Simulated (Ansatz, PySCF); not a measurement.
Molecule: C₄H₄N, net charge 0, doublet state. It need not be the lowest isomer of its formula. 
Structure (B3LYP-D3(BJ)/def2-TZVP (Ansatz, an electronic-structure program) minimum search):
SMILES: [c]1cc[nH]c1
```xyz
9

H      0.0018     0.0447     2.0683
N      0.0012     0.0470     1.0637
C      0.0125     1.1797     0.2746
C     -0.0110    -1.0751     0.2784
C      0.0069     0.7218    -1.0097
C     -0.0078    -0.6842    -1.0463
H      0.0231     2.1687     0.6953
H     -0.0211    -2.0606     0.7125
H     -0.0151    -1.3345    -1.9036
```
Charge 0, spin multiplicity 2.

Dipole moments at this geometry, in debye (magnitudes).

| level | program | dipole (D) |
|---|---|---|
| SVWN5/def2-TZVPD | Ansatz | 2.57 |
| BLYP/def2-TZVPD | Ansatz | 2.48 |
| revPBE/def2-TZVPD | Ansatz | 2.50 |
| B97M-V/def2-TZVPD | Ansatz | 2.47 |
| B3LYP/def2-TZVPD | Ansatz | 2.48 |
| BHLYP/def2-TZVPD | Ansatz | 2.46 |
| TPSSh/def2-TZVPD | PySCF | 2.49 |
| r2SCANh/def2-TZVPD | Ansatz | 2.49 |
| M06-2X/def2-TZVPD | PySCF | 2.47 |
| HSE06/def2-TZVPD | Ansatz | … |
| LC-wPBE/def2-TZVPD | Ansatz | 2.56 |
| wB97M-V/def2-TZVPD | Ansatz | 2.54 |
| wB97X-V/def2-TZVPD | Ansatz | … |

Problem. Some entries are withheld; supply them.

Solution. 
- HSE06/def2-TZVPD, dipole (D): 2.50
- wB97X-V/def2-TZVPD, dipole (D): 2.56
